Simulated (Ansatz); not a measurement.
Input file:

```yaml
crystal:
  periodic: [false, false, false]
  atoms:
    - {symbol: N, position_ang: [0.000000, 0.000000, 0.000000]}
    - {symbol: N, position_ang: [0.000000, 0.000000, 1.266308]}
basis:
  gaussian: {orbitals: "6-31G*"}
total_charge: 1
magnetization: {spin_polarized: false, initial_magnetization: 7}
hamiltonian: {xc: {name: PBE}}
correlation: {method: ccsd, electrons: outside_noble_gas}
scf: {lower_state_search: off}
```

```sh
$ ansatz run in.yaml --threads 1 --pin off --events-out ev --progress --plain --max-ram 2393MiB
```

**Question.** What does the program do with this input?

**Answer.** Converged. The settings were drawn as a stress test.
```
these checks for a lower state are left out or cut short: stability, starts, cluster_reference, orbital_swaps, neighbouring_geometries, increment
276 factors; integrals over basis functions are off by at most 1.4e-3 eV
mean field evaluation 1: about -2933.7638 eV, gradient 2.5e1 eV
mean field evaluation 2: about -2933.7594 eV, gradient 2.5e1 eV
mean field evaluation 4: about -2935.9143 eV, gradient 1.3e0 eV
mean field evaluation 8: about -2935.9204 eV, gradient 7.4e-4 eV
a density is far from that of the atoms, so the factors are made again for it
295 factors; integrals over basis functions are off by at most 4.2e-4 eV
mean field evaluation 16: about -2935.9204 eV, gradient 9.6e-7 eV
mean field -2935.92039566 eV, -107.8930845023 hartree, gradient 9.5e-7 eV, S^2 15.750000; 1 other end points of the search recorded, 0 dependent functions left out
2 core orbitals not correlated: weight in the atoms' cores, before any rotation towards them, 1.000 or more for the frozen orbitals, at most 0.000 for the correlated occupied ones
reference -2930.13163623 eV, -107.6803515170 hartree; 8, 1 occupied and 20, 27 virtual orbitals, 295 factors
second order -2.73542104 eV of doubles, -0.19727966 eV of singles
cycle   1  -3.29630407 eV  change   -3.6e-1 eV  update   2.9e-2
cycle   2  -3.38051021 eV  change   -8.4e-2 eV  update   8.4e-3
cycle   3  -3.38230227 eV  change   -1.8e-3 eV  update   2.3e-3
cycle   4  -3.38206303 eV  change    2.4e-4 eV  update   6.2e-4
cycle   5  -3.38218919 eV  change   -1.3e-4 eV  update   1.7e-4
cycle   6  -3.38217105 eV  change    1.8e-5 eV  update   3.0e-5
cycle   7  -3.38217738 eV  change   -6.3e-6 eV  update   5.7e-6
Total energy: -2933.51381361 eV, -107.8046442431 hartree
Checks for a lower state left out: stability, starts, cluster_reference, orbital_swaps, neighbouring_geometries, increment
```
